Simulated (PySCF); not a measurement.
Compound: C3H5FOS.
Geometry (GFN2-xTB, Å), atoms numbered from 1 in this order:
```
atom  x, y, z in Å
O1     0.226    2.055    1.166
S2     0.222    1.548   -0.194
C3    -1.116    0.238   -0.295
C4    -0.165   -0.861    0.168
C5     1.112   -0.139   -0.228
F6     2.163   -0.273    0.616
H7    -1.433    0.135   -1.329
H8    -1.964    0.443    0.350
H9    -0.193   -0.967    1.252
H10   -0.309   -1.841   -0.289
H11    1.462   -0.335   -1.244
```

Theory: TDDFT CAM-B3LYP/def2-SVPD, vertical, gas phase, core orbitals frozen in the response in PySCF.

Transition dipole moments from the ground state, in atomic units and in the frame of the coordinates above (overall signs are arbitrary), for the states with f of 0.002 or more among the lowest 7:

| state | E (eV) | μx | μy | μz |
| --- | --- | --- | --- | --- |
| S1 | 5.156 | -0.442 | 0.073 | -0.044 |
| S2 | 5.554 | -0.079 | 0.139 | 0.113 |
| S3 | 6.438 | -0.045 | -0.311 | 0.415 |
| S4 | 6.536 | 0.034 | 0.389 | 0.077 |
| S5 | 6.611 | -0.058 | -0.219 | -0.044 |
| S6 | 7.098 | -0.107 | -0.520 | 0.012 |
| S7 | 7.133 | 0.038 | -0.199 | -0.311 |

Task: Work out the oscillator strengths.

Result: f = (2/3) ΔE |μ|² with ΔE in hartree (27.2114 eV).

```json
{"state": "S1", "|μ|² (au)": "0.203", "|μ| (D)": "1.14", "f": "0.026"}
{"state": "S2", "|μ|² (au)": "0.038", "|μ| (D)": "0.50", "f": "0.005"}
{"state": "S3", "|μ|² (au)": "0.271", "|μ| (D)": "1.32", "f": "0.043"}
{"state": "S4", "|μ|² (au)": "0.158", "|μ| (D)": "1.01", "f": "0.025"}
{"state": "S5", "|μ|² (au)": "0.053", "|μ| (D)": "0.59", "f": "0.009"}
{"state": "S6", "|μ|² (au)": "0.283", "|μ| (D)": "1.35", "f": "0.049"}
{"state": "S7", "|μ|² (au)": "0.138", "|μ| (D)": "0.94", "f": "0.024"}
```

Task: Which bond between heavy atoms lies closest to the direction of the S6 transition dipole?

Result: S2–C3, at 34° from it; next S2–C5 at 40°.

Task: What angle do the transition dipoles of S1 and S6 make?

Result: |cos θ| = |μa·μb| / (|μa| |μb|) = 0.04, so θ ≈ 88° (taken between 0 and 90°, since the signs are arbitrary).

Task: What peak molar absorption coefficient would the strongest computed level give as a lone Gaussian band 0.3 eV wide at half height?

Result: ε(max) = 2.175×10⁸ f / FWHM, with the width in cm⁻¹. S6: 2.175×10⁸ × 0.0491 / 2420 ≈ 4400 L mol⁻¹ cm⁻¹.

One conformer stands for the species.
